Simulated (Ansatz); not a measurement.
**Relative stability**

The two ends of one reaction step of AlNH$_{4}$, closed shell (PBE0-D4/def2-TZVP).

A:

Al1  (-1.586, 0.409, -0.543)
N2  (0.388, -0.457, -0.001)
H3  (1.121, 0.119, -0.405)
H4  (-0.958, 1.754, 0.237)
H5  (0.503, -0.410, 1.008)
H6  (0.532, -1.415, -0.296)
(Å)

B:

```
6
angstrom
Al -0.3578 0.5755 -0.4764
N 0.4049 -0.6516 0.5396
H -0.0612 0.5372 -2.0313
H -1.2927 1.6428 0.2264
H 0.2898 -0.7261 1.5374
H 1.0171 -1.3778 0.2043
```

Ansatz 0.2.0; basis: def2-TZVPP; cores frozen in the correlated methods. B3LYP uses VWN-RPA correlation.

Question: Which structure is lower at CCSD(T), and by how much? (An estimate is asked for; the value comes from the calculation.)

Answer: By the calculation: B, by 1.498 eV (electronic energy, against the other). By their contacts, A is AlNH₄ ([NH3][AlH]) and B is AlNH₄ ([NH2][AlH2]).

All methods give the same order:

```json
{"method": "SPW92", "E(B) − E(A) (eV)": "-1.426"}
{"method": "PBE-D4", "E(B) − E(A) (eV)": "-1.405"}
{"method": "BLYP-D4", "E(B) − E(A) (eV)": "-1.479"}
{"method": "r2SCAN-D4", "E(B) − E(A) (eV)": "-1.656"}
{"method": "B97M-V", "E(B) − E(A) (eV)": "-1.612"}
{"method": "PBE0-D4", "E(B) − E(A) (eV)": "-1.462"}
{"method": "B3LYP-D4", "E(B) − E(A) (eV)": "-1.530"}
{"method": "r2SCAN0-D4", "E(B) − E(A) (eV)": "-1.634"}
{"method": "BHLYP-D4", "E(B) − E(A) (eV)": "-1.592"}
{"method": "CAM-B3LYP-D4", "E(B) − E(A) (eV)": "-1.621"}
{"method": "wB97X-V", "E(B) − E(A) (eV)": "-1.638"}
{"method": "wB97M-V", "E(B) − E(A) (eV)": "-1.512"}
{"method": "B2PLYP", "E(B) − E(A) (eV)": "-1.594"}
{"method": "PBE-QIDH", "E(B) − E(A) (eV)": "-1.583"}
{"method": "RPA on PBE", "E(B) − E(A) (eV)": "-1.410"}
{"method": "HF", "E(B) − E(A) (eV)": "-1.617"}
{"method": "MP2", "E(B) − E(A) (eV)": "-1.669"}
{"method": "CCSD", "E(B) − E(A) (eV)": "-1.500"}
{"method": "CCSD(T)", "E(B) − E(A) (eV)": "-1.498"}
```

T1 diagnostic: at most 0.012. The restricted Hartree–Fock reference is unstable towards an unrestricted one at one or more of these structures.

Labels in which every atom is bracketed show which atoms are joined, not bond orders.

For scale, one of the runs: CCSD(T)/def2-TZVPP, 129 basis functions, launched by `ansatz run in.yaml --threads 2 --pin off --events-out ev --progress --plain --max-ram 4352MiB`. The run took about 3.3 s on 2 CPU threads of an Arm Neoverse V2 (shared host).
